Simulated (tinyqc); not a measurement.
Inside a calculation. Method: UKS/PBE in the sto-6g basis, for H2O, spin multiplicity 3. One step of it, computed by the program tinyqc.

Problem. Iteration 11 (converged): orbitals. Diagonalise F' = X^T F X, C = X C', fill 6 alpha and 4 beta electrons from the bottom; D(s) = C_occ C_occ^T. Each column has its largest component positive (the first on a tie).

converged F(alpha) (hartree), order 1O 1s, 1O 2s, 1O 2px, 1O 2py, 1O 2pz, 2H 1s, 3H 1s:
$$\begin{pmatrix}
-18.852076 & -4.614911 & 0.000000 & 0.000000 & -0.008172 & -0.680426 & -0.680426 \\
-4.614911 & -1.939237 & 0.000000 & -0.000001 & -0.069079 & -0.533436 & -0.533435 \\
0.000000 & 0.000000 & -0.268281 & 0.000000 & 0.000000 & 0.000000 & 0.000000 \\
0.000000 & -0.000001 & 0.000000 & -0.249527 & 0.000000 & -0.189647 & 0.189645 \\
-0.008172 & -0.069079 & 0.000000 & 0.000000 & -0.232551 & -0.175841 & -0.175840 \\
-0.680426 & -0.533436 & 0.000000 & -0.189647 & -0.175841 & -0.274865 & -0.167447 \\
-0.680426 & -0.533435 & 0.000000 & 0.189645 & -0.175840 & -0.167447 & -0.274858
\end{pmatrix}$$

converged F(beta) (hartree), order 1O 1s, 1O 2s, 1O 2px, 1O 2py, 1O 2pz, 2H 1s, 3H 1s:
$$\begin{pmatrix}
-18.824927 & -4.597056 & 0.000000 & 0.000000 & -0.003546 & -0.677882 & -0.677882 \\
-4.597056 & -1.847372 & 0.000000 & -0.000001 & -0.045686 & -0.511540 & -0.511539 \\
0.000000 & 0.000000 & -0.103702 & 0.000000 & 0.000000 & 0.000000 & 0.000000 \\
0.000000 & -0.000001 & 0.000000 & -0.210811 & -0.000001 & -0.180640 & 0.180639 \\
-0.003546 & -0.045686 & 0.000000 & -0.000001 & -0.160282 & -0.162827 & -0.162826 \\
-0.677882 & -0.511540 & 0.000000 & -0.180640 & -0.162827 & -0.206663 & -0.159325 \\
-0.677882 & -0.511539 & 0.000000 & 0.180639 & -0.162826 & -0.159325 & -0.206656
\end{pmatrix}$$

X, order 1O 1s, 1O 2s, 1O 2px, 1O 2py, 1O 2pz, 2H 1s, 3H 1s:
$$\begin{pmatrix}
-0.353776 & 0.000000 & 0.722693 & 0.000000 & 0.617271 & 0.000000 & 0.183912 \\
0.985645 & 0.000000 & -0.304718 & 0.000000 & 0.323852 & 0.000000 & 0.446442 \\
0.000000 & 0.000000 & 0.000000 & 1.000000 & 0.000000 & 0.000000 & 0.000000 \\
0.000000 & 0.816870 & 0.000000 & 0.000000 & 0.000000 & 0.701570 & 0.000000 \\
0.482907 & 0.000000 & 0.666383 & 0.000000 & -0.609395 & 0.000000 & 0.224768 \\
-0.621366 & -0.740765 & -0.188467 & 0.000000 & -0.155668 & 0.386824 & 0.389072 \\
-0.621366 & 0.740765 & -0.188467 & 0.000000 & -0.155668 & -0.386824 & 0.389072
\end{pmatrix}$$

Give: F' = X^T F X; orbital energies; coefficients C; F' = X^T F X; orbital energies; coefficients C; D(alpha) after iteration 11; D(beta) after iteration 11.

Solution.

F' = X^T F X (alpha) (hartree):
$$\begin{pmatrix}
-0.5642 & 0.0000 & 2.0972 & 0.0000 & 1.9468 & 0.0000 & 0.6366 \\
0.0000 & 0.1746 & 0.0000 & 0.0000 & 0.0000 & -0.0042 & 0.0000 \\
2.0972 & 0.0000 & -7.7717 & 0.0000 & -8.0676 & 0.0000 & -3.6558 \\
0.0000 & 0.0000 & 0.0000 & -0.2683 & 0.0000 & 0.0000 & 0.0000 \\
1.9468 & 0.0000 & -8.0676 & 0.0000 & -9.0036 & 0.0000 & -4.1206 \\
0.0000 & -0.0042 & 0.0000 & 0.0000 & 0.0000 & -0.3608 & 0.0000 \\
0.6366 & 0.0000 & -3.6558 & 0.0000 & -4.1206 & 0.0000 & -2.5691
\end{pmatrix}$$

orbital energies (alpha) (hartree): MO1 -18.8564, MO2 -0.8772, MO3 -0.3609, MO4 -0.2892, MO5 -0.2683, MO6 0.1142, MO7 0.1747

coefficients C (alpha), order 1O 1s, 1O 2s, 1O 2px, 1O 2py, 1O 2pz, 2H 1s, 3H 1s:
$$\begin{pmatrix}
0.9960 & -0.2375 & 0.0000 & 0.0761 & 0.0000 & 0.0894 & 0.0000 \\
0.0176 & 0.9382 & 0.0000 & -0.4018 & 0.0000 & -0.5715 & 0.0000 \\
0.0000 & 0.0000 & 0.0000 & 0.0000 & 1.0000 & 0.0000 & 0.0000 \\
0.0000 & 0.0000 & 0.7079 & 0.0000 & 0.0000 & 0.0000 & 0.8114 \\
0.0019 & 0.0966 & 0.0000 & 0.7780 & 0.0000 & -0.6961 & 0.0000 \\
-0.0035 & 0.0987 & 0.3810 & 0.3044 & 0.0000 & 0.7035 & -0.7437 \\
-0.0035 & 0.0987 & -0.3810 & 0.3044 & 0.0000 & 0.7034 & 0.7438
\end{pmatrix}$$

F' = X^T F X (beta) (hartree):
$$\begin{pmatrix}
-0.4546 & 0.0000 & 2.1160 & 0.0000 & 1.9552 & 0.0000 & 0.6615 \\
0.0000 & 0.2446 & 0.0000 & 0.0000 & 0.0000 & -0.0201 & 0.0000 \\
2.1160 & 0.0000 & -7.7272 & 0.0000 & -8.0808 & 0.0000 & -3.6556 \\
0.0000 & 0.0000 & 0.0000 & -0.1037 & 0.0000 & 0.0000 & 0.0000 \\
1.9552 & 0.0000 & -8.0808 & 0.0000 & -8.9591 & 0.0000 & -4.1255 \\
0.0000 & -0.0201 & 0.0000 & 0.0000 & 0.0000 & -0.3140 & 0.0000 \\
0.6615 & 0.0000 & -3.6556 & 0.0000 & -4.1255 & 0.0000 & -2.4946
\end{pmatrix}$$

orbital energies (beta) (hartree): MO1 -18.8288, MO2 -0.7892, MO3 -0.3147, MO4 -0.2295, MO5 -0.1037, MO6 0.2121, MO7 0.2453

coefficients C (beta), order 1O 1s, 1O 2s, 1O 2px, 1O 2py, 1O 2pz, 2H 1s, 3H 1s:
$$\begin{pmatrix}
0.9963 & -0.2348 & 0.0000 & 0.0737 & 0.0000 & -0.0959 & 0.0000 \\
0.0167 & 0.9250 & 0.0000 & -0.3932 & 0.0000 & 0.5984 & 0.0000 \\
0.0000 & 0.0000 & 0.0000 & 0.0000 & 1.0000 & 0.0000 & 0.0000 \\
0.0000 & 0.0000 & 0.7304 & 0.0000 & 0.0000 & 0.0001 & 0.7912 \\
0.0015 & 0.0666 & 0.0000 & 0.7765 & 0.0000 & 0.7012 & -0.0001 \\
-0.0033 & 0.1165 & 0.3600 & 0.3080 & 0.0000 & -0.6992 & -0.7541 \\
-0.0033 & 0.1165 & -0.3600 & 0.3080 & 0.0000 & -0.6991 & 0.7542
\end{pmatrix}$$

D(alpha) after iteration 11, order 1O 1s, 1O 2s, 1O 2px, 1O 2py, 1O 2pz, 2H 1s, 3H 1s:
$$\begin{pmatrix}
1.0623 & -0.2869 & 0.0000 & 0.0000 & -0.0241 & 0.0591 & 0.0591 \\
-0.2869 & 1.3685 & 0.0000 & 0.0000 & 0.1759 & -0.4317 & -0.4317 \\
0.0000 & 0.0000 & 1.0000 & 0.0000 & 0.0000 & 0.0000 & 0.0000 \\
0.0000 & 0.0000 & 0.0000 & 0.5011 & 0.0000 & 0.2697 & -0.2698 \\
-0.0241 & 0.1759 & 0.0000 & 0.0000 & 1.0991 & -0.2434 & -0.2433 \\
0.0591 & -0.4317 & 0.0000 & 0.2697 & -0.2434 & 0.7425 & 0.4520 \\
0.0591 & -0.4317 & 0.0000 & -0.2698 & -0.2433 & 0.4520 & 0.7424
\end{pmatrix}$$

D(beta) after iteration 11, order 1O 1s, 1O 2s, 1O 2px, 1O 2py, 1O 2pz, 2H 1s, 3H 1s:
$$\begin{pmatrix}
1.0531 & -0.2295 & 0.0000 & 0.0000 & 0.0431 & -0.0079 & -0.0079 \\
-0.2295 & 1.0105 & 0.0000 & 0.0000 & -0.2437 & -0.0134 & -0.0134 \\
0.0000 & 0.0000 & 0.0000 & 0.0000 & 0.0000 & 0.0000 & 0.0000 \\
0.0000 & 0.0000 & 0.0000 & 0.5335 & 0.0000 & 0.2629 & -0.2629 \\
0.0431 & -0.2437 & 0.0000 & 0.0000 & 0.6075 & 0.2469 & 0.2469 \\
-0.0079 & -0.0134 & 0.0000 & 0.2629 & 0.2469 & 0.2380 & -0.0212 \\
-0.0079 & -0.0134 & 0.0000 & -0.2629 & 0.2469 & -0.0212 & 0.2380
\end{pmatrix}$$
